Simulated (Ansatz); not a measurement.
**CHS− (SMILES [CH-]=S): one structure at several levels**

How do the functionals fare away from a minimum? The structure is a structure displaced at random from a GFN2-xTB minimum.

Method: single points in def2-TZVPPD; program: Ansatz 0.2.0, Gaussian basis.

Cores are frozen in the correlated methods.

## Step 1: The system as given

SMILES `[CH-]=S`, 3 atoms, charge -1, spin multiplicity 1.

Atoms are counted from 1 here; the program's logs count them from 0.

Bond lengths: C1–S2 1.604 Å, C1–H3 1.129 Å. Angles: S2–C1–H3 104.6°.

As a file:

```xyz
3

C    -0.2080    0.4867    0.0193
S     1.1102   -0.2781    0.5184
H    -0.8237   -0.3095   -0.4918
```

## Step 2: CCSD(T)/def2-TZVPPD

Input file run/in.yaml:

```yaml
crystal:
  periodic: [false, false, false]
  atoms:
    - {symbol: C, position_ang: [-0.208000, 0.486700, 0.019300]}
    - {symbol: S, position_ang: [1.110200, -0.278100, 0.518400]}
    - {symbol: H, position_ang: [-0.823700, -0.309500, -0.491800]}
basis:
  gaussian: {orbitals: "def2-TZVPPD.json"}
total_charge: -1
correlation: {method: ccsd_t}
output: {forces: true}
```

The basis file named in the input lies beside it (Basis Set Exchange, JSON).

No record of the launch command was kept for these runs.

## Step 3: PBE0-D4/def2-TZVPPD

run/in.yaml, as its differences from that of step 2:

```diff
@@ -9,3 +9,3 @@
 total_charge: -1
-correlation: {method: ccsd_t}
-output: {forces: true}
+hamiltonian: {xc: pbe0, dispersion: d4}
+output: {forces: true, orbitals: {seedname: orbitals}}
```

## Step 4: wB97M-V/def2-TZVPPD

run/in.yaml, as its differences from that of step 3:

```diff
@@ -9,3 +9,3 @@
 total_charge: -1
-hamiltonian: {xc: pbe0, dispersion: d4}
-output: {forces: true, orbitals: {seedname: orbitals}}
+hamiltonian: {xc: {name: wB97M-V}}
+output: {forces: true}
```

## Step 5: r2SCAN-D4/def2-TZVPPD

run/in.yaml, as its differences from that of step 4:

```diff
@@ -9,3 +9,3 @@
 total_charge: -1
-hamiltonian: {xc: {name: wB97M-V}}
+hamiltonian: {xc: r2scan, dispersion: d4}
 output: {forces: true}
```

## Step 6: PBE-D4/def2-TZVPPD

run/in.yaml, as its differences from that of step 5:

```diff
@@ -9,3 +9,3 @@
 total_charge: -1
-hamiltonian: {xc: r2scan, dispersion: d4}
+hamiltonian: {xc: pbe, dispersion: d4}
 output: {forces: true}
```

## Step 7: BLYP-D4/def2-TZVPPD

run/in.yaml, as its differences from that of step 6:

```diff
@@ -9,3 +9,3 @@
 total_charge: -1
-hamiltonian: {xc: pbe, dispersion: d4}
+hamiltonian: {xc: {name: BLYP}, dispersion: d4}
 output: {forces: true}
```

## Step 8: r2SCAN0-D4/def2-TZVPPD

run/in.yaml, as its differences from that of step 7:

```diff
@@ -9,3 +9,3 @@
 total_charge: -1
-hamiltonian: {xc: {name: BLYP}, dispersion: d4}
+hamiltonian: {xc: {name: r2SCAN0}, dispersion: d4}
 output: {forces: true}
```

(Steps that only read results are left out.)

**Question.** What will these runs give? Wanted: RMS force component; RMS force error; HOMO and LUMO, PBE0-D4; T1 diagnostic.

The runs gave:

| quantity | value |
| --- | --- |
| RMS force component | 1.101 to 1.408 eV/Å over the methods |
| RMS force error | PBE0-D4 0.282, wB97M-V 0.313, r2SCAN-D4 0.190, PBE-D4 0.158, BLYP-D4 0.083, r2SCAN0-D4 0.333 eV/Å |
| HOMO and LUMO, PBE0-D4 | 1.10 and 4.15 eV |
| T1 diagnostic | 0.022 |

What this shows: The forces of BLYP-D4 come nearest to CCSD(T), those of r2SCAN0-D4 are farthest. Frozen-core CCSD(T) forces in triple zeta carry basis errors of their own, and this is one geometry, so small gaps rank nothing. The restricted Hartree–Fock reference is unstable towards an unrestricted one at one or more of these structures.
